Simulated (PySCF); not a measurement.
Species: C$_{2}$H$_{6}$N, net charge -1, singlet state. It need not be the lowest isomer of its formula. Whether it binds its extra electron was not tested at this geometry. SMILES: [CH2-]NC
Geometry from a B3LYP-D3(BJ)/def2-TZVP (Ansatz) optimisation:
```xyz
9

C     -0.2459    -0.3411     1.2284
N     -0.1893     0.5091     0.0233
C      0.2439    -0.2186    -1.1473
H      0.7594    -0.4061     1.7078
H     -0.9084     0.1466     1.9644
H      0.4219     1.3325     0.1001
H      1.2326    -0.7173    -1.0449
H      0.3062     0.4565    -2.0215
H     -0.4753    -1.0178    -1.3552
```
Charge -1, spin multiplicity 1.

Dispersion corrections to the total energy (kcal/mol) from the dftd3 and dftd4 libraries through PySCF: D3(BJ) without and D4 with the three-body term, each with the damping fitted for the functional named.

```
functional  D3(BJ)      D4
----------  ------  ------
B3LYP        -4.79   -5.30
revPBE       -7.84  -13.03
LC-wPBE        ___   -3.65
B2PLYP       -2.08   -2.31
BLYP         -5.93   -7.70
PBE            ___   -3.34
PBE0           ___   -2.75
```

Some entries are withheld; supply them.


- LC-wPBE, D3(BJ): -2.46
- PBE, D3(BJ): -2.90
- PBE0, D3(BJ): -2.37
